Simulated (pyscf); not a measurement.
Optimised with ωB97X-D3(BJ)/def2-SVP in PySCF.

Question: CH₄ (SMILES C) + :HSi–Cl (SMILES [SiH]Cl) [singlet] → H₃C–Si:–Cl (SMILES C[Si]Cl) [singlet] + H₂ (SMILES [H][H])
Surface: singlet. Broken: C–H, H–Si. Formed: C–Si, H–H. Give ΔE‡ and ΔE from ωB97M-D3(BJ)/def2-TZVP, relative to the separated reactants.

Answer: ΔE‡ = 26.6 kcal/mol, ΔE = +3.6 kcal/mol. Zero-point energy shifts the barrier by -0.4 kcal/mol. It is a four-centre exchange, with an imaginary mode of 1403i cm⁻¹. At the saddle there is also a short H–Si contact that neither side keeps. One saddle was located; it need not be the lowest between these sides.
